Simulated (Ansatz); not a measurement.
# SiH4O (triplet): the correlation ladder at distance Si1–H5 along a hydrogen transfer = 1.381 Å, cc-pVDZ

How much of the correlation energy of SiH4O (triplet) does each wave-function method recover here?

Computed with Ansatz 0.2.0, Gaussian basis. Level: cc-pVDZ, core rule «outside noble gas», up to 6 orbitals frozen.

Plan: UHF; CCSD(T) on ROHF; CCSD(T) on UHF; BCCD(T) on ROHF; CISD; CCSDT(Q) on ROHF; CCSDT(Q) on UHF; CASSCF and MRCISD+Q, 4 electrons in 4 orbitals; CASSCF and NEVPT2, 4 electrons in 4 orbitals.

10 further runs of the same task are left out: 10 that didn't finish.

### Step 1. The geometry

The geometry derives from fragments relaxed apart (PBE0/def2-TZVP) and kept rigid, so it is no stationary point. A hydrogen atom is moved between rigid fragments.

6 atoms, charge 0, spin multiplicity 3.

Atoms are counted from 1 here; the program's logs count them from 0.

Bond lengths: Si1–H2 1.485 Å, Si1–H3 1.485 Å, Si1–H4 1.485 Å, Si1–H5 1.381 Å. Angles: H2–Si1–H3 109.5°, H2–Si1–H4 109.5°, H2–Si1–H5 109.5°, H3–Si1–H4 109.5°, H3–Si1–H5 109.5°, H4–Si1–H5 109.5°.

### Step 2. UHF

The input, in.yaml:

```yaml
crystal:
  periodic: [false, false, false]
  atoms:
    - {symbol: Si, position_ang: [-1.041587, 0.000000, 0.000000]}
    - {symbol: H, position_ang: [-1.536459, 1.399708, 0.000000]}
    - {symbol: H, position_ang: [-1.536458, -0.699854, 1.212183]}
    - {symbol: H, position_ang: [-1.536459, -0.699854, -1.212183]}
    - {symbol: H, position_ang: [0.339413, 0.000000, 0.000000]}
    - {symbol: O, position_ang: [2.097413, 0.000000, 0.000000]}
basis:
  gaussian: {orbitals: cc-pVDZ}
magnetization: {spin_polarized: true, initial_magnetization: 2}
hamiltonian: {xc: hf}
output: {orbitals: {seedname: orbitals}}
```

Run with:

```sh
ansatz run in.yaml --threads 1 --pin off --events-out ev --progress --plain --max-ram 2393MiB
```

After this run come: CCSD(T) on ROHF; CCSD(T) on UHF; BCCD(T) on ROHF; CISD; CCSDT(Q) on ROHF; CCSDT(Q) on UHF; CASSCF and MRCISD+Q, 4 electrons in 4 orbitals; CASSCF and NEVPT2, 4 electrons in 4 orbitals.

**Question.** What will the summary of the whole plan be? Wanted: UCCSDT(Q) below the RHF energy; RMP2 from UCCSDT(Q); UMP2 from UCCSDT(Q); RCCSD from UCCSDT(Q); RCCSD(T) from UCCSDT(Q); UCCSD(T) from UCCSDT(Q); RCCSDT(Q) from UCCSDT(Q); NEVPT2 pair from UCCSDT(Q); MRCISD+Q pair from UCCSDT(Q).

The runs gave:

| quantity | value |
| --- | --- |
| UCCSDT(Q) below the RHF energy | -7.6008 eV |
| RMP2 from UCCSDT(Q) | +1388.0 meV |
| UMP2 from UCCSDT(Q) | +1383.1 meV |
| RCCSD from UCCSDT(Q) | +126.3 meV |
| RCCSD(T) from UCCSDT(Q) | +26.4 meV |
| UCCSD(T) from UCCSDT(Q) | +25.0 meV |
| RCCSDT(Q) from UCCSDT(Q) | +1.5 meV |
| NEVPT2 pair from UCCSDT(Q) | +1392.8 meV |
| MRCISD+Q pair from UCCSDT(Q) | +34.5 meV |
| levels within 1 kcal/mol (43 meV) | RCCSD(T), UCCSD(T), BCCD(T), RCCSDT, UCCSDT, RCCSDT(Q), MRCISD+Q pair |
| T1 diagnostic | 0.016 |

**Reading.** RCCSD(T) misses by +26.4 meV, 0.3 % of the correlation energy. Of the multireference levels listed MRCISD+Q pair comes nearest in total energy (+34.5 meV), which doesn't show that its space is the better one. These misses are within one basis, not against nature; the frozen cores of restricted and unrestricted runs differ, which can shift their rows.
